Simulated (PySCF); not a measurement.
## Bond curve of CF⁺

Set-up: basis C def2-TZVP, F def2-TZVP; no relativity; PySCF 2.14. Energies in eV from C⁺ + F in their ground configurations at the same level. State: ¹Σ⁺ (singlet), closed shell.

All columns are PBE0. A positive dipole points towards F; it is taken about the centre of mass and depends on that origin.

```json
{"R (Å)": "0.993", "E (eV)": "-6.266", "μ (D)": "-0.11", "Mulliken charge on C (basis-dependent)": "0.47", "HOMO (eV)": "-21.34", "LUMO (eV)": "-10.85", "Mayer bond order": "2.07", "⟨S²⟩": "0.00"}
{"R (Å)": "1.040", "E (eV)": "-7.227", "μ (D)": "-0.35", "Mulliken charge on C (basis-dependent)": "0.54", "HOMO (eV)": "-21.51", "LUMO (eV)": "-11.38", "Mayer bond order": "1.98", "⟨S²⟩": "0.00"}
{"R (Å)": "1.086", "E (eV)": "-7.758", "μ (D)": "-0.61", "Mulliken charge on C (basis-dependent)": "0.60", "HOMO (eV)": "-21.68", "LUMO (eV)": "-11.87", "Mayer bond order": "1.91", "⟨S²⟩": "0.00"}
{"R (Å)": "1.120", "E (eV)": "-7.945", "μ (D)": "-0.81", "Mulliken charge on C (basis-dependent)": "0.64", "HOMO (eV)": "-21.81", "LUMO (eV)": "-12.20", "Mayer bond order": "1.86", "⟨S²⟩": "0.00"}
{"R (Å)": "1.155", "E (eV)": "-7.996", "μ (D)": "-1.02", "Mulliken charge on C (basis-dependent)": "0.68", "HOMO (eV)": "-21.94", "LUMO (eV)": "-12.50", "Mayer bond order": "1.82", "⟨S²⟩": "0.00"}
{"R (Å)": "1.190", "E (eV)": "-7.941", "μ (D)": "-1.23", "Mulliken charge on C (basis-dependent)": "0.71", "HOMO (eV)": "-22.07", "LUMO (eV)": "-12.79", "Mayer bond order": "1.79", "⟨S²⟩": "0.00"}
{"R (Å)": "1.236", "E (eV)": "-7.744", "μ (D)": "-1.52", "Mulliken charge on C (basis-dependent)": "0.74", "HOMO (eV)": "-22.23", "LUMO (eV)": "-13.13", "Mayer bond order": "1.76", "⟨S²⟩": "0.00"}
{"R (Å)": "1.294", "E (eV)": "-7.360", "μ (D)": "-1.89", "Mulliken charge on C (basis-dependent)": "0.77", "HOMO (eV)": "-22.39", "LUMO (eV)": "-13.52", "Mayer bond order": "1.73", "⟨S²⟩": "0.00"}
{"R (Å)": "1.363", "E (eV)": "-6.774", "μ (D)": "-2.34", "Mulliken charge on C (basis-dependent)": "0.80", "HOMO (eV)": "-22.54", "LUMO (eV)": "-13.93", "Mayer bond order": "1.70", "⟨S²⟩": "0.00"}
{"R (Å)": "1.455", "E (eV)": "-5.889", "μ (D)": "-2.93", "Mulliken charge on C (basis-dependent)": "0.84", "HOMO (eV)": "-22.60", "LUMO (eV)": "-14.39", "Mayer bond order": "1.67", "⟨S²⟩": "0.00"}
```

A fit through these points gives, at Re = 1.153 Å, μ = -1.01 D and dμ/dR = -6.06 D/Å; the reduced mass is 7.355 u.

Task: How strong is the fundamental in the double-harmonic approximation, I = 42.26·(dμ/dR)²/μred km/mol?

Result: I = 42.26·(-6.06)²/7.355 = 211 km/mol at PBE0.

For an ion De counts to the pair picked by the measured ionisation energies or electron affinities, which need not be the lowest pair at this level.
